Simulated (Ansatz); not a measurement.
System (SMILES): [CH]=C=O, doublet.
Atoms: C1, C2, H3, O4. Bonds: C1-C2, C1-H3, C2-O4.

How fast the optimised C1-H3 bond length converges with the basis for several methods (Ansatz, a program for electronic structure): deviation from each method's own reference, in Å. References: HF 1.0584 Å, the value in def2-QZVPPD; MP2 1.0730 Å, the value in def2-QZVPP; PBE 1.0806 Å, the value in def2-QZVPPD; PBE0 1.0716 Å, the value in def2-QZVPPD. Cartesian d functions, on some or all atoms, in 6-31G*; all else is spherical. In correlated methods cores are frozen. Core-valence sets carry the plain set on hydrogen. Open shells are unrestricted. No added dispersion term, no relativity. The reference of a correlated method is not its basis-set limit, which lies further on.

| basis | functions | HF | MP2 | PBE | PBE0 |
|---|---|---|---|---|---|
| 6-31G* | 47 | -0.0031 | 0.0050 | 0.0043 | 0.0026 |
| 6-311G** | 60 | -0.0044 | 0.0057 | 0.0010 | 0.0003 |
| 6-311+G** | 72 | -0.0043 | 0.0066 | 0.0011 | 0.0005 |
| def2-TZVP | 99 | 0.0000 | 0.0032 | 0.0009 | 0.0008 |
| pcseg-2 | 104 | -0.0045 | -0.0012 | -0.0006 | -0.0010 |
| 6-311++G(3df,3pd) | 135 | 0.0007 | 0.0016 | 0.0004 | 0.0005 |
| cc-pCVTZ | 143 | -0.0003 | 0.0012 | 0.0003 | 0.0003 |
| aug-cc-pVTZ | 161 | 0.0001 | 0.0019 | 0.0002 | 0.0003 |

Mean absolute deviation over 6-311G**, 6-311+G**, def2-TZVP, pcseg-2, 6-311++G(3df,3pd), cc-pCVTZ, aug-cc-pVTZ: PBE0 0.0005, PBE 0.0007, HF 0.0020, MP2 0.0031 Å.
